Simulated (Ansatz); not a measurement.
Process, species as SMILES: O=S(F)F + 3 [H][H] (H2) → 2 F (HF) + O (H2O) + S (H2S)
B3LYP-D3(BJ)/def2-TZVP geometries, fixed; electronic energies without zero-point terms.

The energy of full hydrogenation at MP2 with Ansatz (a program for electronic structure), in kcal/mol, split into its Hartree-Fock and correlation parts. Cores are frozen. No added dispersion term, no relativity. Functions are those of the species that has most.

```tsv
basis	X	functions	Hartree-Fock	MP2
aug-cc-pV(D+d)Z	2	101	-100.00	-81.00
aug-cc-pV(T+d)Z	3	193	-80.07	-63.20
aug-cc-pV(Q+d)Z	4	329	-78.33	-61.25
```

Worked estimate of the basis-set limit from each neighbouring pair, with Hartree-Fock from the larger set and the correlation part extrapolated as X^-3.
Correlation parts: X = 2: 19.00, X = 3: 16.87, X = 4: 17.08.
- (2,3): (27·(16.87) - 8·(19.00))/19 = 15.97; with Hartree-Fock -80.07 the estimate is -64.10 kcal/mol.
- (3,4): (64·(17.08) - 27·(16.87))/37 = 17.23; with Hartree-Fock -78.33 the estimate is -61.10 kcal/mol.
The last two estimates differ by 3.00 kcal/mol; the largest set lies 0.15 from the last. Over the last step Hartree-Fock moves by 1.74 and the correlation part by 0.21.
